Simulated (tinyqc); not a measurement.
Inside a calculation. Method: RKS/LDA (PW92) in the sto-3g basis, for H2F+, spin multiplicity 1. One step of it, computed by the program tinyqc.

Question. Iteration 1: diagonalisation and new density. Diagonalise F' = X^T F X, C = X C', fill 5 alpha and 5 beta electrons from the bottom; D = 2 C_occ C_occ^T; the new density keeps 0.3 of the old one (damping). Each column has its largest component positive (the first on a tie).

Kohn-Sham matrix F (hartree), order 1F 1s, 1F 2s, 1F 2px, 1F 2py, 1F 2pz, 2H 1s, 3H 1s:
```
[[-23.925765, -6.210343, 0.000000, 0.000000, -0.013834, -0.782075, -0.782075],
 [-6.210343, -2.731956, 0.000000, 0.000000, -0.118422, -0.690647, -0.690647],
 [0.000000, 0.000000, -0.390210, 0.000000, 0.000000, 0.000000, 0.000000],
 [0.000000, 0.000000, 0.000000, -0.492098, 0.000000, -0.311425, 0.311425],
 [-0.013834, -0.118422, 0.000000, 0.000000, -0.415057, -0.180957, -0.180957],
 [-0.782075, -0.690647, 0.000000, -0.311425, -0.180957, -0.666307, -0.174200],
 [-0.782075, -0.690647, 0.000000, 0.311425, -0.180957, -0.174200, -0.666307]]
```

X, order 1F 1s, 1F 2s, 1F 2px, 1F 2py, 1F 2pz, 2H 1s, 3H 1s:
```
[[1.023387, -0.133007, 0.000000, 0.000000, -0.003571, 0.015817, 0.015817],
 [-0.133007, 1.109087, 0.000000, 0.000000, 0.032465, -0.173825, -0.173825],
 [0.000000, 0.000000, 1.000000, 0.000000, 0.000000, 0.000000, 0.000000],
 [0.000000, 0.000000, 0.000000, 1.053986, 0.000000, -0.145013, 0.145013],
 [-0.003571, 0.032465, 0.000000, 0.000000, 1.012126, -0.065189, -0.065189],
 [0.015817, -0.173825, 0.000000, -0.145013, -0.065189, 1.078767, -0.044277],
 [0.015817, -0.173825, 0.000000, 0.145013, -0.065189, -0.044277, 1.078767]]
```

D at the start, order 1F 1s, 1F 2s, 1F 2px, 1F 2py, 1F 2pz, 2H 1s, 3H 1s:
```
[[2.080062, -0.337424, 0.000000, 0.000000, 0.051364, -0.119800, -0.119800],
 [-0.337424, 1.478652, 0.000000, 0.000000, -0.187922, 0.341421, 0.341421],
 [0.000000, 0.000000, 2.000000, 0.000000, 0.000000, 0.000000, 0.000000],
 [0.000000, 0.000000, 0.000000, 1.672559, 0.000000, 0.262636, -0.262636],
 [0.051364, -0.187922, 0.000000, 0.000000, 1.946573, 0.079085, 0.079085],
 [-0.119800, 0.341421, 0.000000, 0.262636, 0.079085, 0.128775, 0.046294],
 [-0.119800, 0.341421, 0.000000, -0.262636, 0.079085, 0.046294, 0.128775]]
```

overlap S, order 1F 1s, 1F 2s, 1F 2px, 1F 2py, 1F 2pz, 2H 1s, 3H 1s:
```
[[1.000000, 0.237990, 0.000000, 0.000000, 0.000000, 0.029641, 0.029641],
 [0.237990, 1.000000, 0.000000, 0.000000, 0.000000, 0.318992, 0.318992],
 [0.000000, 0.000000, 1.000000, 0.000000, 0.000000, 0.000000, 0.000000],
 [0.000000, 0.000000, 0.000000, 1.000000, 0.000000, 0.242231, -0.242231],
 [0.000000, 0.000000, 0.000000, 0.000000, 1.000000, 0.122075, 0.122075],
 [0.029641, 0.318992, 0.000000, 0.242231, 0.122075, 1.000000, 0.115357],
 [0.029641, 0.318992, 0.000000, -0.242231, 0.122075, 0.115357, 1.000000]]
```

Give: F' = X^T F X; orbital energies; coefficients C; D after iteration 1.

Answer.

F' = X^T F X (hartree):
```
[[-23.4608, -3.2689, 0.0000, 0.0000, -0.0193, -0.0751, -0.0751],
 [-3.2689, -1.5468, 0.0000, 0.0000, -0.0646, -0.2468, -0.2468],
 [0.0000, 0.0000, -0.3902, 0.0000, 0.0000, 0.0000, 0.0000],
 [0.0000, 0.0000, 0.0000, -0.3770, 0.0000, -0.2264, 0.2264],
 [-0.0193, -0.0646, 0.0000, 0.0000, -0.3889, -0.1107, -0.1107],
 [-0.0751, -0.2468, 0.0000, -0.2264, -0.1107, -0.4806, -0.0421],
 [-0.0751, -0.2468, 0.0000, 0.2264, -0.1107, -0.0421, -0.4806]]
```

orbital energies (hartree): [-23.9391, -1.2422, -0.7293, -0.4833, -0.3902, -0.2545, -0.0861]

coefficients C, order 1F 1s, 1F 2s, 1F 2px, 1F 2py, 1F 2pz, 2H 1s, 3H 1s:
```
[[0.9935, -0.2419, 0.0000, 0.1182, 0.0000, -0.0770, 0.0000],
 [0.0271, 0.8881, 0.0000, -0.5697, 0.0000, 0.4419, 0.0000],
 [0.0000, 0.0000, 0.0000, 0.0000, 1.0000, 0.0000, 0.0000],
 [0.0000, 0.0000, 0.5570, 0.0000, 0.0000, 0.0000, 0.9180],
 [0.0018, 0.1342, 0.0000, 0.6472, 0.0000, 0.7728, 0.0000],
 [-0.0047, 0.1561, 0.4902, 0.4510, 0.0000, -0.5848, -0.6413],
 [-0.0047, 0.1561, -0.4902, 0.4510, 0.0000, -0.5848, 0.6413]]
```

D after iteration 1, order 1F 1s, 1F 2s, 1F 2px, 1F 2py, 1F 2pz, 2H 1s, 3H 1s:
```
[[2.1075, -0.4585, 0.0000, 0.0000, 0.0796, -0.0207, -0.0207],
 [-0.4585, 2.0032, 0.0000, 0.0000, -0.4056, -0.0633, -0.0633],
 [0.0000, 0.0000, 2.0000, 0.0000, 0.0000, 0.0000, 0.0000],
 [0.0000, 0.0000, 0.0000, 0.9360, 0.0000, 0.4611, -0.4611],
 [0.0796, -0.4056, 0.0000, 0.0000, 1.1955, 0.4616, 0.4616],
 [-0.0207, -0.0633, 0.0000, 0.4611, 0.4616, 0.6940, -0.0037],
 [-0.0207, -0.0633, 0.0000, -0.4611, 0.4616, -0.0037, 0.6940]]
```
